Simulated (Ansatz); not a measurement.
Energy needed to pull apart H₂O₂, closed shell, into free ground-state atoms, from the structure below (displaced at random from a GFN2-xTB minimum); no zero-point or spin–orbit terms; open-shell atoms are treated unrestricted, in their ground-state multiplicity.

```xyz
4
angstrom
O -0.2173 -0.6053 -0.0545
O 0.2588 0.5709 0.1223
H -0.0915 -1.2784 0.9042
H 0.1163 1.0082 -0.7163
```

Computed with Ansatz 0.2.0 (basis: def2-TZVPP); correlated methods freeze the cores. B3LYP uses VWN-RPA correlation.

```json
{"method": "SPW92", "atomization energy (kJ/mol)": "1277"}
{"method": "PBE-D4", "atomization energy (kJ/mol)": "1041"}
{"method": "r2SCAN-D4", "atomization energy (kJ/mol)": "976"}
{"method": "PBE0-D4", "atomization energy (kJ/mol)": "?"}
{"method": "B3LYP-D4", "atomization energy (kJ/mol)": "?"}
{"method": "wB97M-V", "atomization energy (kJ/mol)": "987"}
{"method": "HF", "atomization energy (kJ/mol)": "426"}
{"method": "MP2", "atomization energy (kJ/mol)": "969"}
{"method": "CCSD", "atomization energy (kJ/mol)": "906"}
{"method": "CCSD(T)", "atomization energy (kJ/mol)": "935"}
```

What does B3LYP-D4 give? (Judge from chemistry; the value comes from the calculation.)

By the calculation: 977 kJ/mol, which is about 42 kJ/mol more than CCSD(T)/def2-TZVPP.

What does PBE0-D4 give? (An estimate is asked for; the value comes from the calculation.)

By the calculation: 966 kJ/mol, which is about 31 kJ/mol more than CCSD(T)/def2-TZVPP.

In triple zeta the MP2 and coupled-cluster atomization energies are still short of their basis limit by a few kcal/mol a bond, whereas those of the functionals are nearly converged, so these differences are not deviations from converged CCSD(T).

The T1 diagnostic stays at or below 0.011.

For scale, one of the runs: CCSD(T)/def2-TZVPP forces, 90 basis functions (an equivalent command: `ansatz run in.yaml --threads 4`). The run took about 4.4 s on 4 CPU threads (shared host).
